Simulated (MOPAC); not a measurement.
MOPAC input (MNDO):

```
MNDO 1SCF UHF MS=0.5 GEO-OK AUX(PRECISION=9) THREADS=1
C2F2N

C     0.00521638 1   -0.17027709 1   -0.33328643 1
C    -0.01052946 1    0.18692732 1    0.99931659 1
F     1.10857734 1   -0.14681244 1   -1.04645536 1
F    -1.08739666 1   -0.18149448 1   -1.06310615 1
N    -0.02267823 1    0.40783727 1    2.14141037 1
```

Q: What heat of formation does the run end on, and which ionisation energy by Koopmans theorem?

A: -48.28 kcal/mol; 10.72 eV.
